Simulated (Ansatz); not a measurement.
`OB[SiH3]` + HCl → `OBCl` + SiH₄ at 700 K and 1 bar (cleavage of the B–Si bond).

Computed with Ansatz on PBE0-D4/def2-TZVP structures; ΔE is electronic, products minus reactants. CBS: MP2 limit from def2 TZ/QZ plus the TZ coupled-cluster correction, frozen cores. This one scheme is used for every species. Each species was taken in one conformer, which may not be the lowest.

| species | CCSD(T)/CBS energy (Eh) | H − E (kJ/mol) | S (J/(mol·K)) |
| --- | --- | --- | --- |
| `OB[SiH3]` | -392.07510 | 194.9 | 384.0 |
| HCl | -460.38127 | 38.4 | 211.8 |
| `OBCl` | -561.03999 | 114.9 | 320.4 |
| SiH₄ | -291.46306 | 115.5 | 252.9 |

H − E and S are ideal-gas, rigid-rotor, harmonic terms from PBE0-D4/def2-TZVP, for one conformer and one mirror image of each species. 1 Eh = 2625.50 kJ/mol, R = 8.31446 J/(mol·K).

Task: By hand: ΔE, ΔH, ΔS and ΔG.

Result: ΔE = (-561.03999) + (-291.46306) − (-392.07510) − (-460.38127) = -0.04668 Eh = -122.6 kJ/mol. Δ(H − E) = 114.9 + 115.5 − 194.9 − 38.4 = -2.9, so ΔH = -125.5 kJ/mol. ΔS = 320.4 + 252.9 − 384.0 − 211.8 = -22.5 J/(mol·K). ΔG = -125.5 − 700 × (-22.5)/1000 = -109.8 kJ/mol.

Task: By hand: the equilibrium constant, and the temperature at which ΔG would vanish if ΔH and ΔS stayed fixed.

Result: log₁₀ K = −ΔG/(RT ln 10) = 8.2. ΔG = 0 at ΔH/ΔS = 5578 K, far beyond where these terms or the molecules hold.

ΔH outweighs TΔS. A doubt of 5 kJ/mol in ΔE shifts log₁₀ K by 0.4 here. Other conformers and mirror images would add mixing entropy, several J/(mol·K) or more a flexible species. These are equilibria of isolated gas molecules and say nothing of rates. Largest T1 diagnostic: 0.014 (customary marks: 0.02 for closed shells, 0.045 for open ones).
